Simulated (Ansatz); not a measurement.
# BSiPH+ (quintet): wave-function methods side by side, cc-pVDZ

One table from this session's results is given with a row withheld; the runs are named, their logs left out.

The runs use Ansatz 0.2.0, Gaussian basis; cc-pVDZ, core rule «outside noble gas», up to 11 orbitals frozen.

Plan: UHF; CCSD(T) on ROHF; CCSD(T) on UHF; BCCD(T) on ROHF; CISD; CCSDT(Q) on ROHF; CCSDT(Q) on UHF.

20 further runs of the same task are left out: 8 that didn't finish, 12 set aside as unsound or not needed.

## The system

The geometry is a PBE0/def2-TZVP stationary point (not a proven minimum) of the parent state, kept for this charge and spin.

4 atoms, charge 1, spin multiplicity 5.

Atoms are counted from 1 here; the program's logs count them from 0.

Bond lengths: B1–Si2 1.909 Å, B1–P3 1.756 Å, Si2–H4 1.489 Å. Angles: Si2–B1–P3 174.7°, B1–Si2–H4 123.1°.

The first run:

File in.yaml:

```yaml
crystal:
  periodic: [false, false, false]
  atoms:
    - {symbol: B, position_ang: [-0.000235, -0.216621, -0.738904]}
    - {symbol: Si, position_ang: [0.000057, -0.360027, 1.164652]}
    - {symbol: P, position_ang: [0.000067, -0.246140, -2.494670]}
    - {symbol: H, position_ang: [0.000110, 0.822787, 2.068922]}
basis:
  gaussian: {orbitals: cc-pVDZ}
total_charge: 1
magnetization: {spin_polarized: true, initial_magnetization: 4}
hamiltonian: {xc: hf}
output: {orbitals: {seedname: orbitals}}
```

Started as:

```bash
$ ansatz run in.yaml --threads 1 --pin off --events-out ev --progress --plain --max-ram 2393MiB
```

Steps of the session up to this table: UHF; CCSD(T) on ROHF; CCSD(T) on UHF; BCCD(T) on ROHF; CISD; CCSDT(Q) on ROHF; CCSDT(Q) on UHF.

One table of the session follows, with a row left open; its other results are not shown here.

It belongs to the step «Misses and costs». 

```
   method  from UCCSDT(Q) (meV)
     ROHF               +6711.8
      UHF               +6499.4
     RMP2               +1488.0
     UMP2               +1518.9
     CISD                +857.3
    RCCSD                +301.9
    UCCSD                +295.6
 RCCSD(T)                     ?
 UCCSD(T)                 +69.0
  BCCD(T)                 +68.2
   RCCSDT                 +15.9
   UCCSDT                 +14.9
RCCSDT(Q)                  +1.2
UCCSDT(Q)                     0
```

**Question.** Estimate the row for RCCSD(T).

The run gave: from UCCSDT(Q) (meV): +69.3. In the column «from UCCSDT(Q) (meV)» it lies between UCCSD(T) (+69.0) and UCCSD (+295.6).

To keep in mind: Restricted and unrestricted rows rest on different reference determinants; where their highest levels disagree by more than a few hundredths of an eV, they describe different states and don't form one ladder.
